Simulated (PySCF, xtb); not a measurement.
NO2, SMILES [O]N=O (connectivity only; charge and spin as stated), charge -1, multiplicity 1.

xtb with GFN2-xTB at its own geometry gives an orbital gap of 1.81 eV.

The structure is a stationary point at r2SCAN-D4/def2-TZVPD. The spin state was assumed, not searched. The isomer is the one that the SMILES or the coordinates give; other isomers of the formula were not compared.

**Question.** What does PySCF with r2SCAN/def2-TZVPD give? (The exact figures need the calculation; the answer reports its results.)

**Answer.** gap 3.29 eV (levels 1.14 and 4.42 eV).
